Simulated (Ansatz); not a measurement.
What each rung costs, and what it gives

The pair of NH4⁺ (SMILES [NH4+], atoms 1–5) and CH3Cl (SMILES CCl, atoms 6–10), both closed shells, in one local arrangement (a lower one may exist), relaxed at PBE0-D4/def2-TZVP:

```xyz
10
angstrom
N -0.2446 0.1124 -2.0447
H -0.0012 1.0323 -2.4150
H 0.4932 -0.5527 -2.2794
H -1.1225 -0.1980 -2.4643
H -0.3602 0.1724 -0.9986
C 0.3635 -0.1706 2.1385
Cl -0.8747 0.4369 0.9899
H 1.2887 0.3688 1.9582
H 0.4771 -1.2392 1.9819
H -0.0194 0.0375 3.1336
```

Interaction energies are counterpoise-corrected; the time is that of the whole pair.

Computed with Ansatz 0.2.0 (basis: as named in each row); correlated methods freeze the cores. B3LYP uses VWN-RPA correlation. Extrapolation: Hartree–Fock as exp(−7.88 √X), correlation as X^−2.97.

Times are rough, for one single point on 4 threads of a shared host (Arm Neoverse V2).

The estimate by CCSD(T) at an estimated basis limit (MP2 extrapolated from triple and quadruple zeta, plus CCSD(T) − MP2 in triple zeta) is -13.60 kcal/mol.

| method | basis | time (s) | interaction energy (kcal/mol) | method less estimate |
| --- | --- | --- | --- | --- |
| HF | STO-3G | under 1 | -11.91 | 1.69 |
| PBE-D4 | STO-3G | under 1 | -17.78 | -4.18 |
| SPW92 | def2-SVP | under 1 | -18.52 | -4.92 |
| B3LYP-D4 | 6-31G | under 1 | -13.47 | 0.12 |
| PBE-D4 | def2-SVP | under 1 | -15.93 | -2.33 |
| PBE0-D4 | def2-SVP | under 1 | -15.18 | -1.58 |
| CCSD(T) | def2-SVP | under 1 | -11.63 | 1.96 |
| PBE-D4 | def2-TZVPPD | 1 | -15.54 | -1.94 |
| revPBE-D4 | def2-TZVPPD | 1 | -14.61 | -1.02 |
| BLYP-D4 | def2-TZVPPD | 1 | -14.77 | -1.17 |
| PBE0-D4 | def2-TZVPPD | 2 | -14.94 | -1.34 |
| B3LYP-D4 | def2-TZVPPD | 2 | -14.59 | -0.99 |
| HSE06-D4 | def2-TZVPPD | 2 | -14.95 | -1.36 |
| wB97M-V | def2-SVP | 2 | -14.39 | -0.79 |
| r2SCAN-D4 | def2-TZVPPD | 2 | -14.65 | -1.05 |
| B2PLYP | def2-TZVPPD | 3 | -13.43 | 0.17 |
| wB97X-V | def2-TZVPPD | 4 | -13.82 | -0.22 |
| wB97M-V | def2-TZVPPD | 5 | -13.79 | -0.19 |
| B97M-V | def2-TZVPPD | 6 | -14.14 | -0.54 |
| MP2 | def2-QZVPPD | 11 | -13.67 | -0.08 |
| CCSD(T) | def2-TZVPPD | 52 | -12.89 | 0.71 |

The T1 diagnostic stays at or below 0.008.
